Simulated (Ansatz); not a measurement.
# ClSi: vertical and adiabatic energies of changing the electron count, by script

Wanted for ClSi: vertical and adiabatic energies of changing the electron count.

Program: Ansatz 0.2.0 through its Python package. Level of theory: PBE+D3(BJ)/cc-pVDZ. These are calculated values, not measurements.

## (1) Starting point

Bond lengths: Si1–Cl2 2.085 Å.

No structure file is read: the coordinates are typed or built in the script.

## (2) The script

clsi_adiabatic.py reads:

```python
"""Vertical and adiabatic ionisation of ClSi."""

from dataclasses import dataclass

import ansatz as az
import numpy as np


@dataclass
class RunConfig:
    basis: str = "cc-pVDZ"
    functional: str = "pbe"
    vdw: str = "d3bj"
    net_charge: int = 1


opts = RunConfig()

geometry_ang = [
    ("Si", [0.0, 0.0, 0.0]),
    ("Cl", [0.0, 0.0, 2.085]),
]
molecule = az.Crystal.molecule()
for symbol, xyz in geometry_ang:
    molecule = molecule.atom(symbol, xyz)

job = (
    molecule.calculation()
    .basis(gaussian=opts.basis)
    .functional(opts.functional, dispersion=opts.vdw)
    .spin("collinear", total=1)
)
symbols = [site.symbol for site in molecule.cartesian_sites]
start = np.array([site.position_ang for site in molecule.cartesian_sites], dtype=float)
summary = job.relax(force_tolerance=0.01).run().report
end = np.array(summary["positions_ang"])

minimum = az.Crystal.molecule()
for symbol, place in zip(symbols, end):
    minimum = minimum.atom(symbol, place.tolist())
ion = minimum.calculation()
ion = ion.basis(gaussian=opts.basis)
ion = ion.functional(opts.functional, dispersion=opts.vdw)
ion = ion.charge(opts.net_charge)
vertical = ion.run().report
settled = ion.relax(force_tolerance=0.01, max_steps=80).run().report
print(f"vertical ionisation energy   {vertical['free_energy_ev'] - summary['free_energy_ev']:.3f} eV")
print(f"adiabatic, no zero point     {settled['free_energy_ev'] - summary['free_energy_ev']:.3f} eV")
print(f"relaxation energy of the ion {vertical['free_energy_ev'] - settled['free_energy_ev']:.3f} eV")
ionised = np.array(settled["positions_ang"])
print("final positions (A) and the move of each atom")
for symbol, xyz, old in zip(symbols, ionised, end):
    print(f"{symbol:2s} {xyz[0]:10.5f} {xyz[1]:10.5f} {xyz[2]:10.5f}   {np.linalg.norm(xyz - old):7.4f}")
```

## (3) Launch

On the command line:

```console
python clsi_adiabatic.py
```

The log of the run:

```text
vertical ionisation energy   7.529 eV
adiabatic, no zero point     7.404 eV
relaxation energy of the ion 0.125 eV
final positions (A) and the move of each atom
Si    0.00000   -0.00000    0.03969    0.0573
Cl   -0.00000    0.00000    2.04531    0.0573
```

It took 6.9 s on 1 thread of Intel Xeon at 2.80GHz (Skylake/Cascade Lake), shared host; peak memory 0.18 GiB.

## (4) Run by run

One row for each of the 3 runs:

| run | kind of run | system | unpaired or total moment | energy (eV) | <S²> | SCF cycles in all | CPU time (s) |
| --- | --- | --- | --- | --- | --- | --- | --- |
| 1 | relaxation | ClSi | 1 | -20390.3731 | 0.75 | 59 | 3.4 |
| 2 | single point | ClSi, charge +1 | not set | -20382.8439 | 0.00 | 15 | 0.39 |
| 3 | relaxation | ClSi, charge +1 | not set | -20382.9689 | 0.00 | 47 | 2.6 |

Totals carry meaning only in balanced differences at one level of theory.

## (5) How the relaxation of run 1 went

The steps of the relaxation:

```csv
step,energy from step 1 (eV),largest force component (eV/Å)
1,0.0000,0.5642
2,-0.0095,0.1014
3,-0.0098,0.0080
```

Step 1 is the start.

Before: Bond lengths: Si1–Cl2 2.085 Å.

After: Bond lengths: Si1–Cl2 2.120 Å.

## (6) How the relaxation of run 3 went

The steps of the relaxation:

```csv
step,E - E(step 1) (eV),largest force component (eV/Å)
1,0.0000,2.0014
2,-0.1232,0.2837
3,-0.1249,0.0934
4,-0.1250,0.0042
```

Step 1 is the start.

Before: Bond lengths: Si1–Cl2 2.120 Å.

After: Bond lengths: Si1–Cl2 2.006 Å.

## (7) What came out

| quantity | value |
| --- | --- |
| vertical ionisation energy | 7.529 eV |
| adiabatic ionisation energy, no zero point | 7.404 eV |
| runs compared | 3 |

What this shows: The ionisation energy is a difference of two total energies at the neutral geometry; letting the ion relax lowers it by 0.12 eV. Run 1: After 2 moves the largest shift is 0.018 Å. Run 3: The relaxation took 3 moves; the largest shift is 0.057 Å. Reading the output:
- The energies are electronic: no zero-point or thermal terms, and the basis set is short of its limit. The product may relax into another structure. Each relaxation finds its nearest minimum, which needn't be the lowest.
- The run takes the species as open-shell (spin multiplicity 2), which needn't be its ground state.
- Only the spin states typed were run; another state of an ion can lie lower, by up to an eV or two.
- The spin state was assumed, and another may lie lower.
